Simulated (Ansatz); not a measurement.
# Al₂HO (doublet): the correlation ladder, cc-pVTZ

An exercise on one series of results from a longer session: the logs are not shown, and one member is left open.

Computed with Ansatz 0.2.0, Gaussian basis. Level: cc-pVTZ, core rule «outside noble gas», up to 11 orbitals frozen.

Plan: UHF; CCSD(T) on ROHF; CCSD(T) on UHF; BCCD(T) on ROHF; CCSDT(Q) on ROHF; CCSDT(Q) on UHF.

7 further runs of the same task are left out: 2 for a known fault of the program, 5 set aside as unsound or not needed.

## The geometry

The geometry is a PBE0/def2-TZVP stationary point (not a proven minimum) of the parent state, kept for this charge and spin.

4 atoms, charge 0, spin multiplicity 2.

Atoms are counted from 1 here; the program's logs count them from 0.

Bond lengths: Al1–Al2 2.344 Å, Al2–O3 1.647 Å, O3–H4 0.946 Å. Angles: Al1–Al2–O3 180.0°, Al2–O3–H4 180.0°.

Set-up of the first run:

in.yaml reads:

```yaml
crystal:
  periodic: [false, false, false]
  atoms:
    - {symbol: Al, position_ang: [0.000000, 0.000000, -2.818500]}
    - {symbol: Al, position_ang: [0.000000, 0.000000, -0.474100]}
    - {symbol: O, position_ang: [0.000000, 0.000000, 1.173400]}
    - {symbol: H, position_ang: [0.000000, 0.000000, 2.119200]}
basis:
  gaussian: {orbitals: cc-pVTZ}
magnetization: {spin_polarized: true, initial_magnetization: 1}
hamiltonian: {xc: hf}
output: {orbitals: {seedname: orbitals}}
```

Launch:

```
ansatz run in.yaml --threads 1 --pin off --events-out ev --progress --plain --max-ram 2560MiB --backend cpu
```

Among the steps run: UHF; CCSD(T) on ROHF; CCSD(T) on UHF; BCCD(T) on ROHF; CCSDT(Q) on ROHF; CCSDT(Q) on UHF.

One of the session's tables, all rows but one given; the rest of the session is left out.

| method | from UCCSDT(Q) (kJ/mol) |
| --- | --- |
| ROHF | +1043.1 |
| UHF | +1021.9 |
| RMP2 | +107.2 |
| UMP2 | +129.0 |
| RCCSD | +45.8 |
| UCCSD | ? |
| RCCSD(T) | +5.6 |
| UCCSD(T) | +7.1 |
| BCCD(T) | +5.3 |
| RCCSDT | +2.4 |
| UCCSDT | +2.8 |
| RCCSDT(Q) | +0.2 |
| UCCSDT(Q) | 0 |

**Question.** Estimate the row for UCCSD.

As computed: from UCCSDT(Q) (kJ/mol): +47.9. In the column «from UCCSDT(Q) (kJ/mol)» it lies between RCCSD (+45.8) and RMP2 (+107.2).

Limits of these values: The determinant is far from a pure spin state, so its energy mixes those of several spin states (harmless only where they are near-degenerate, as at dissociation). Restricted and unrestricted rows rest on different reference determinants; where their highest levels disagree by more than a few hundredths of an eV, they describe different states and don't form one ladder.
